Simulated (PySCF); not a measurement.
## difluoroborane: calculation against experiment

**Measured values to compare with.**

NIST CCCBDB Release 22 (SRD 101), experimental dipoles lists, for the gas: dipole moment (vibrational ground state) 0.971 ± 0.01 D.

The runs below try to reproduce these values; the comparison stands at the end.

Compound: difluoroborane, BF2H.
Numbering: `[F:1][BH:2][F:3]` (hydrogens: H4 on B2)

Structure used (PBE0-D3(BJ)/def2-SVP), in Å, numbered top down from 1:
```
atom  x, y, z in Å
F1    -0.6418   -1.1184   -0.0083
B2     0.0427    0.0021   -0.0122
F3    -0.6254    1.1323    0.0031
H4     1.2450   -0.0065   -0.0283
```

Runs made with PySCF (gas phase, on this PBE0-D3(BJ)/def2-SVP geometry; no spin–orbit coupling):

```csv
level,job,basis functions
"PBE0-D3(BJ)/def2-SVP, grid level 1",geometry optimisation from a GFN2-xTB start,47
CAM-B3LYP/def2-SVPD,"10 singlets by full TDDFT, 4 Tamm–Dancoff triplets, polarisability, ΔSCF ions",74
BHandHLYP/def2-SVPD,"10 singlets by full TDDFT, 4 Tamm–Dancoff triplets, polarisability, ΔSCF ions",74
HF/def2-SVPD,"10 singlets by TDHF, 4 Tamm–Dancoff triplets, polarisability, ΔSCF ions",74
PBE0/def2-SVPD,"10 singlets by full TDDFT, 4 Tamm–Dancoff triplets, polarisability, ΔSCF ions",74
PBE0/def2-TZVP,"10 singlets by full TDDFT, 4 Tamm–Dancoff triplets, polarisability",99
PBE0/def2-TZVPD,"10 singlets by full TDDFT, 4 Tamm–Dancoff triplets, polarisability",126
B3LYP/pcJ-0,spin–spin couplings from 4 perturbed nuclei,42
B97-2/pcJ-1,spin–spin couplings from 4 perturbed nuclei,91
KT2/pcJ-1,spin–spin couplings from 4 perturbed nuclei,91
PBE/pcJ-1,spin–spin couplings from 4 perturbed nuclei,91
B3LYP/6-31G*,spin–spin couplings from 4 perturbed nuclei,44
```

All basis functions are spherical.

Results beside the measurements:

**Dipole moment.** Measured: 0.971 D (NIST CCCBDB Release 22 (SRD 101), experimental dipoles).

```tsv
level	computed (D)	computed − measured (D)	% (from the printed values)
PBE0-D3(BJ)/def2-SVP	0.796	-0.175	-18
CAM-B3LYP/def2-SVPD	0.968	-0.003	0
BHandHLYP/def2-SVPD	1.048	+0.077	+8
HF/def2-SVPD	1.154	+0.183	+19
PBE0/def2-SVPD	0.924	-0.047	-5
PBE0/def2-TZVP	0.881	-0.090	-9
PBE0/def2-TZVPD	0.897	-0.074	-8
B3LYP/pcJ-0	1.065	+0.094	+10
B97-2/pcJ-1	0.923	-0.048	-5
KT2/pcJ-1	0.822	-0.149	-15
PBE/pcJ-1	0.768	-0.203	-21
B3LYP/6-31G*	0.656	-0.315	-32
```

12 of the 36 levels run are shown, the closest and the furthest among them. Closest is CAM-B3LYP/def2-SVPD (-0.003 D), furthest B3LYP/6-31G* (-0.315 D); one molecule doesn't rank methods. The computed dipoles belong to one fixed geometry; measured ones are averaged over vibrations unless marked μe. Magnitudes are compared, not signs.

The geometry is computed, not the measured one. Where a level misses, the cause wasn't examined.
